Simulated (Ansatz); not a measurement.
# Worked example: correlation energy of AlGaHCl⁺ (H-bridged), doublet

Geometry: that of the AlGaHCl (H-bridged), singlet, kept fixed.

```yaml
atoms:
  - { symbol: Cl, position_ang: [0.0000, 0.1900, 2.8494] }
  - { symbol: Al, position_ang: [0.0000, -0.4735, 0.8266] }
  - { symbol: Ga, position_ang: [0.0000, 0.0705, -1.7658] }
  - { symbol: H, position_ang: [0.0000, 1.1158, -0.2090] }
```

Basis cc-pVDZ; Ansatz 0.2.0. Only valence electrons are correlated (noble-gas cores and the filled d shells of p-block atoms frozen), which leaves 13 electrons in 44 orbitals. Prefix R: restricted or restricted open-shell reference; prefix U: unrestricted. No spin–orbit coupling is included, and no scalar relativity.

Full CI isn't at hand for all of this; UCCSDT(Q) serves as the reference, and is uncertain by about the last step of the cluster series.

Runs differ by some tens of microhartree through their thresholds and, for an open shell, their frozen cores, so steps under 0.03 kcal/mol mean nothing.

```
    level  total energy (hartree)
      UHF            -2624.992622
     UMP2            -2625.209328
    UCCSD            -2625.245825
 UCCSD(T)            -2625.252745
   UCCSDT            -2625.253980
UCCSDT(Q)            -2625.254559
```

Question: What is the correlation energy at UCCSDT(Q), and what share of it do UMP2 and UCCSD recover?

Answer: E(corr) = -2625.254559 − (-2624.992622) = -0.261937 hartree = -7.128 eV. UMP2: -0.216706 / -0.261937 = 82.73 %. UCCSD: -0.253203 / -0.261937 = 96.67 %.

Question: By how many kcal/mol does UCCSD(T) miss UCCSDT(Q) (1 hartree = 627.509 kcal/mol), and which steps make up the rest?

Answer: -2625.252745 − (-2625.254559) = 0.001814 hartree = 1.14 kcal/mol. Steps: UCCSDT − UCCSD(T) = -0.77, UCCSDT(Q) − UCCSDT = -0.36 kcal/mol. Differences between like states or geometries often cancel part of this.
